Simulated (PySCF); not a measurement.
Species: CH$_{3}$O$_{2}$ (charge +1, singlet). It need not be the lowest isomer of its formula. 
Coordinates optimised at B3LYP-D3(BJ)/def2-TZVP (Ansatz):
```xyz
6

O     -1.0512    -0.5390    -0.0452
C      0.2216     0.5857     0.0087
O      1.2564     0.1357     0.1286
H     -0.7781    -1.4708    -0.1509
H     -0.3073     1.5344    -0.0525
H     -1.8852    -0.3516    -0.5157
```
Charge +1, spin multiplicity 1.

Dispersion corrections to the total energy (kcal/mol) from the dftd3 and dftd4 libraries through PySCF: D3(BJ) without and D4 with the three-body term, each with the damping fitted for the functional named.

```json
[
 {"functional": "PBE0", "D3(BJ)": "-1.19", "D4": "-0.80"},
 {"functional": "r2SCAN", "D3(BJ)": "-0.37", "D4": "…"},
 {"functional": "LC-wPBE", "D3(BJ)": "-1.23", "D4": "-1.07"},
 {"functional": "CAM-B3LYP", "D3(BJ)": "-0.98", "D4": "-0.78"},
 {"functional": "B3LYP", "D3(BJ)": "-2.44", "D4": "…"},
 {"functional": "revPBE", "D3(BJ)": "-4.02", "D4": "…"},
 {"functional": "HF", "D3(BJ)": "-13.47", "D4": "-4.20"}
]
```

Q: What belongs in the gaps?

A: 
- r2SCAN, D4: -0.23
- B3LYP, D4: -1.56
- revPBE, D4: -3.86
